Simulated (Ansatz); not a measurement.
`C#CCCCC` + H₂S → `C#CCS` + `CCC` at 400 K and 1 bar (substitution at a C–C bond).

Gas-phase electronic energies from Ansatz, PBE0-D4/def2-TZVP geometries. CCSD(T)/CBS is the MP2 limit (def2-TZVPP, def2-QZVPP) plus CCSD(T) − MP2 in def2-TZVPP, frozen cores. This one scheme is used for every species. Each species was taken in one conformer, which may not be the lowest.

```json
{"species": "`C#CCCCC`", "CCSD(T)/CBS energy (Eh)": "-234.27922", "H − E (kJ/mol)": "408.7", "S (J/(mol·K))": "390.4"}
{"species": "H₂S", "CCSD(T)/CBS energy (Eh)": "-398.97279", "H − E (kJ/mol)": "53.4", "S (J/(mol·K))": "215.9"}
{"species": "`C#CCS`", "CCSD(T)/CBS energy (Eh)": "-514.26138", "H − E (kJ/mol)": "172.0", "S (J/(mol·K))": "325.9"}
{"species": "`CCC`", "CCSD(T)/CBS energy (Eh)": "-118.98051", "H − E (kJ/mol)": "294.1", "S (J/(mol·K))": "291.8"}
```

H − E and S are ideal-gas, rigid-rotor, harmonic terms from PBE0-D4/def2-TZVP, for one conformer and one mirror image of each species. 1 Eh = 2625.50 kJ/mol, R = 8.31446 J/(mol·K).

Problem. By hand: ΔE, ΔH, ΔS and ΔG.

Solution. ΔE = (-514.26138) + (-118.98051) − (-234.27922) − (-398.97279) = 0.01012 Eh = 26.6 kJ/mol. Δ(H − E) = 172.0 + 294.1 − 408.7 − 53.4 = 4.0, so ΔH = 30.6 kJ/mol. ΔS = 325.9 + 291.8 − 390.4 − 215.9 = 11.4 J/(mol·K). ΔG = 30.6 − 400 × (11.4)/1000 = 26.0 kJ/mol.

Problem. By hand: the equilibrium constant, and the temperature at which ΔG would vanish if ΔH and ΔS stayed fixed.

Solution. log₁₀ K = −ΔG/(RT ln 10) = -3.4. ΔG = 0 at ΔH/ΔS = 2684 K, far beyond where these terms or the molecules hold.

The number of gas molecules stays the same, so ΔS is small and ΔH decides. A doubt of 5 kJ/mol in ΔE shifts log₁₀ K by 0.7 here. Other conformers and mirror images would add mixing entropy, several J/(mol·K) or more a flexible species. These are equilibria of isolated gas molecules and say nothing of rates. Largest T1 diagnostic: 0.011 (customary marks: 0.02 for closed shells, 0.045 for open ones).
